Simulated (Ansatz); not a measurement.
LiH (rock salt): values from a third-order Birch-Murnaghan fit to a volume scan beside measured ones. Computed values: r2SCAN (plane waves to 500 eV, PAW, scalar-relativistic; Ansatz, a quantum-chemistry and plane-wave program). LiH was relaxed with its symmetry unable to fall.

```
quantity                reference                                       kind
----------------------  ---------  -----------------------------------------
Lattice constant a (Å)      3.979  measured, corrected to the static lattice
Bulk modulus B₀ (GPa)        40.1  measured, corrected to the static lattice
```

References as given in: Daniel Mejia-Rodriguez, S. B. Trickey, Physical Review B (2018), arXiv:1807.09216.

What does r2SCAN give, and how far is that from the reference?


| quantity | r2SCAN | difference |
|---|---|---|
| Lattice constant a (Å) | 4.005 | +0.7 % |
| Bulk modulus B₀ (GPa) | 36.2 | -9.8 % |

r2SCAN overestimates the lattice constant a by 0.7 %. r2SCAN underestimates the bulk modulus B₀ by 9.8 %.

(A scan under strain: stresses follow from slopes of the energy per volume, elastic moduli from its curvatures.)
